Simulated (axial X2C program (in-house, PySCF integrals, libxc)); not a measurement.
**Correcting the dissociation energy of MgCl for spin–orbit coupling**

A spin-free CCSD(T) curve (one-electron X2C) was computed with an axial X2C code built on PySCF integrals, basis Cl dyall-av3z [9s8p3d2f], Mg dyall-cv3z [9s8p6d3f] (cores contracted in-house), for the state M_S = 1/2, Λ = 0 (beyond evenly filled blocks: σα). It gives D0 = 3.214 eV to Cl + Mg, which in a spin-free picture are the weighted means of the ground terms.

Correlated methods: 9 electrons correlated (number of frozen shells: Cl 2 s, 1 p; Mg 2 s, 1 p), 241 virtual spin orbitals or spinors in MP2, 89 natural virtuals in coupled cluster.

Measured levels of the ground terms (NIST Handbook of Basic Atomic Spectroscopic Data), in cm⁻¹: Cl 2P: J = 3/2 at 0, J = 1/2 at 882.4; Mg 1S: J = 0 at 0.

The molecular state has Λ = 0, so it has no first-order lowering.

How far does each ground level lie under the (2J+1)-weighted mean of its term?

Cl: (4 × 0 + 2 × 882.4)/6 = 294 cm⁻¹; Mg: a single level, 0.

Correct D0.

D0 = 3.214 + (0 − 294)/8065.5 = 3.178 eV at CCSD(T) with these spin–orbit terms. The direct two-component run gives 3.179 eV; the difference holds second-order terms in the molecule, scalar two-electron terms, the gap between measured and computed atomic splittings (a 2c atom can miss part of its lowering) and, in coupled cluster, the truncation of each run.

Second-order spin–orbit effects in the molecule, which grow quickly with Z, are left out. One determinant describes the state; a PBE0 search over occupations chose it and may have missed a lower one. Dissociation energies refer to the lowest single-determinant-based atoms at the same level and basis. Coupled cluster ran in a truncated set of natural virtual spinors; the MP2 energy of the rest was added. (T) has no such correction and the atoms are truncated less, which lowers De at CCSD(T) by a hundredth of an eV or more.
